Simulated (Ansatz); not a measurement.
Ideal-gas functions of CH₃ClSi, SMILES `C[Si]Cl` at 298.15 K and 1 bar, from an Ansatz frequency run at PBE0-D4/def2-TZVP.

Molar mass 78.57 g/mol, point group Cs (symmetry number 1), electronic degeneracy 1, moments of inertia 30.562, 114.618, 142.061 u Å². Harmonic wavenumbers (cm⁻¹, unscaled): 83, 234, 498, 554, 667, 767, 1239, 1416, 1429, 3025, 3105, 3131.

Use S(trans) = R[1.5 ln M + 2.5 ln T − 1.1517]; rotational temperatures θ = 24.2544 K / I; S(rot) = R[ln(√π/σ · √(T³/θAθBθC)) + 1.5]; for each mode x = 1.438777 ν̃/T, S = R[x/(eˣ − 1) − ln(1 − e⁻ˣ)] and H = RT x/(eˣ − 1); 1 cm⁻¹ = 0.0119627 kJ/mol; R = 8.31446 J/(mol·K).

Q: By hand: the entropy, in J/(mol·K).

A: Translation 163.3. Rotation: θ = 0.7936, 0.2116, 0.1707 K, giving 103.1. Vibration, mode by mode: 15.98, 7.73, 2.77, 2.24, 1.45, 0.99, 0.15, 0.07, 0.07, 0.00, 0.00, 0.00, in all 31.5. Electronic 0.0. Sum 297.9 J/(mol·K).

Q: By hand: H − E and G − E in kJ/mol, counted from the electronic energy.

A: Zero-point energy ½ × 16148 × 0.0119627 = 96.6; thermal vibration 5.1; translation, rotation and pV give 4 RT = 9.9. H − E = 111.6 kJ/mol, and G − E = 111.6 − 298.15 × 297.9/1000 = 22.8 kJ/mol.

Vibration gives 11 % of the entropy, 16.0 J/(mol·K) of it from the mode under 150 cm⁻¹: soft modes count most, and the harmonic formula is weakest for them.
